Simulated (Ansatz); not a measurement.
Input and output for P3⁺.

```yaml
crystal:
  periodic: [false, false, false]
  atoms:
    - {symbol: P, position_ang: [-0.072493, 0.591263, -1.050263]}
    - {symbol: P, position_ang: [0.430732, -1.127615, 0.029527]}
    - {symbol: P, position_ang: [-0.358239, 0.536352, 1.020736]}
basis:
  gaussian: {orbitals: ANO-RCC-VTZP}
total_charge: 1
hamiltonian: {xc: {name: PBE0}, dispersion: d3bj}
scf: {lower_state_search: off}
```

```sh
$ ansatz run in.yaml --threads 4 --pin off --events-out ev --progress --plain --max-ram 3916MiB
```

Output, abridged:

```
Functional definition: PBE0
1044 factors; their error is unknown
mean field evaluation 1: about -27912.8258 eV, gradient 3.1e1 eV
mean field evaluation 2: about -27913.1955 eV, gradient 2.8e1 eV
mean field evaluation 4: about -27915.6934 eV, gradient 1.8e-1 eV
mean field evaluation 8: about -27915.8965 eV, gradient 5.8e-3 eV
mean field -27915.89650955 eV, -1025.8902746518 hartree, gradient 2.2e-6 eV, S^2 0.000000; 0 other end points of the search recorded, 0 dependent functions left out
reference -27915.89653467 eV, -1025.8902755749 hartree; 22, 22 occupied and 80, 80 virtual orbitals, 1044 factors
Total energy: -27916.01312406 eV, -1025.8945601558 hartree
Relativity: scalar
Checks for a lower state left out: stability, starts, cluster_reference, orbital_swaps, neighbouring_geometries, increment
```

Hardware: 4 threads of Arm Neoverse V1 on a shared host. Wall time 0.95 s.

DK, ANO-RCC and x2c sets are all-electron and run with scalar relativity unless a key says otherwise.
